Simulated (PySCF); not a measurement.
Diagnose this run.

A core-ionisation job on BFS, SMILES `FB=S`. Theory: delta-SCF UKS SCAN, pcX-2 on the ionised atom, pcseg-1 elsewhere, spin-free X2C in PySCF 2.14.0.

Driver input (Å, GFN2-xTB geometry):

```
{"job": {"kind": "xps"}, "charge": 0, "multiplicity": 1}
F     -1.3873     0.1355    -0.0064
B     -0.1022     0.1051    -0.0044
S      1.5011     0.0673    -0.0018
```

Output:

```
ground state, core basis on atom 0 (F), 77 functions
  cycle   1  E = -523.97647423  |g| = 5.25e-01
  cycle   2  E = -523.83259574  |g| = 9.64e-01
  cycle   3  E = -524.02007055  |g| = 1.56e-01
  cycle   4  E = -524.02726073  |g| = 5.61e-02
  cycle   5  E = -524.02804370  |g| = 1.40e-02
  cycle   6  E = -524.02808576  |g| = 1.85e-03
  cycle   7  E = -524.02808770  |g| = 1.64e-04
  E(ground) = -524.03751988 Eh
hole in F 1s of atom 0
  cycle   1  E = -497.58531397  |g| = 2.58e+00
  cycle   2  E = -496.66576376  |g| = 2.42e+00
  cycle   3  E = -497.76910594  |g| = 9.15e-01
  cycle   4  E = -497.97809769  |g| = 8.58e-01
  cycle   5  E = -498.46960356  |g| = 7.09e-02
  cycle   6  E = -498.47030041  |g| = 4.56e-02
  cycle   7  E = -498.47149859  |g| = 1.46e-02
  cycle   8  E = -498.47164184  |g| = 3.55e-03
  cycle   9  E = -498.47165230  |g| = 5.25e-04
  cycle  10  E = -498.47165177  |g| = 1.50e-04
  E(ion) = -498.48885743 Eh   <S^2> = 0.7571   hole on atom = 1.000   binding energy = 695.215 eV
ground state, core basis on atom 1 (B), 77 functions
  cycle   1  E = -523.98139539  |g| = 1.28e-01
  cycle   2  E = -523.97569548  |g| = 2.17e-01
  cycle   3  E = -523.98374090  |g| = 1.24e-02
  cycle   4  E = -523.98367716  |g| = 1.87e-02
  cycle   5  E = -523.98378353  |g| = 8.30e-04
  cycle   6  E = -523.98378455  |g| = 1.82e-04
  E(ground) = -523.99281210 Eh
hole in B 1s of atom 1
  cycle   1  E = -516.25475012  |g| = 1.16e+00
  cycle   2  E = -514.37904520  |g| = 2.01e+00
  cycle   3  E = -516.20507806  |g| = 7.84e-01
  cycle   4  E = -516.52446627  |g| = 5.08e-01
  cycle   5  E = -516.63919630  |g| = 1.79e-01
  cycle   6  E = -516.65179284  |g| = 5.52e-02
  cycle   7  E = -516.65320319  |g| = 2.16e-02
  cycle   8  E = -516.65359646  |g| = 7.87e-03
  cycle   9  E = -516.65370107  |g| = 3.89e-03
  cycle  10  E = -516.65373080  |g| = 1.47e-03
  cycle  11  E = -516.65373494  |g| = 5.22e-04
  cycle  12  E = -516.65373415  |g| = 1.67e-04
  E(ion) = -516.66636974 Eh   <S^2> = 0.8733   hole on atom = 1.000   binding energy = 199.363 eV
ground state, core basis on atom 2 (S), 88 functions
  cycle   1  E = -524.12861133  |g| = 4.05e-01
  cycle   2  E = -524.12778862  |g| = 5.97e-02
  cycle   3  E = -524.12205165  |g| = 1.47e-01
  cycle   4  E = -524.12893993  |g| = 1.08e-02
  cycle   5  E = -524.12894782  |g| = 7.24e-03
  cycle   6  E = -524.12895779  |g| = 3.84e-04
  E(ground) = -524.12206129 Eh
hole in S 1s of atom 2
  cycle   1  E = -431.88834659  |g| = 5.08e+00
  cycle   2  E = -432.35470198  |g| = 2.09e+00
  cycle   3  E = -432.14240185  |g| = 1.36e+00
  cycle   4  E = -433.00599860  |g| = 3.74e-01
  cycle   5  E = -433.08518006  |g| = 1.01e-01
  cycle   6  E = -433.08935342  |g| = 3.69e-02
  cycle   7  E = -433.08961811  |g| = 2.42e-02
  cycle   8  E = -433.08984328  |g| = 5.63e-03
  cycle   9  E = -433.08985150  |g| = 3.56e-04
  E(ion) = -433.07468530 Eh   <S^2> = 0.7515   hole on atom = 1.000   binding energy = 2477.525 eV
hole in S 2p of atom 2
  cycle   1  E = -517.44216605  |g| = 1.51e+00
  cycle   2  E = -517.44835749  |g| = 1.18e+00
  cycle   3  E = -517.74398738  |g| = 5.11e-01
  cycle   4  E = -517.86144928  |g| = 1.16e-01
  cycle   5  E = -517.86592667  |g| = 2.95e-02
  cycle   6  E = -517.86579303  |g| = 3.15e-02
  cycle   7  E = -517.86624782  |g| = 5.01e-03
  cycle   8  E = -517.86625846  |g| = 1.12e-03
  cycle   9  E = -517.86626073  |g| = 3.21e-04
  E(ion) = -517.86756591 Eh   <S^2> = 0.7542   hole on atom = 1.001   binding energy = 170.193 eV
  2p3/2 = 169.719 eV   2p1/2 = 170.947 eV
```

The program numbers atoms from 0. E(ground) and E(ion) are re-evaluated on a finer grid than the cycles, so they differ from the last cycles; that is no fault. The 2p3/2 and 2p1/2 values come from a spin–orbit splitting computed afterwards; their 2:1 mean is the average over the three 2p orbitals and can differ from the one hole solved.

**Question.** Do all binding energies of this run deserve the same trust?

**Answer.** No. Every hole passed the driver's convergence checks (|g| < 5e-4, core orbital emptied to over 0.9), but ⟨S²⟩ is 0.873 for B1s on atom 1, against 0.75 for a pure doublet, so the unrestricted ion state holds higher spin components.

**Question.** How can it be mended?

**Answer.** Recompute such holes with a restricted open-shell or spin-projected scheme and compare; until then these binding energies are doubtful.
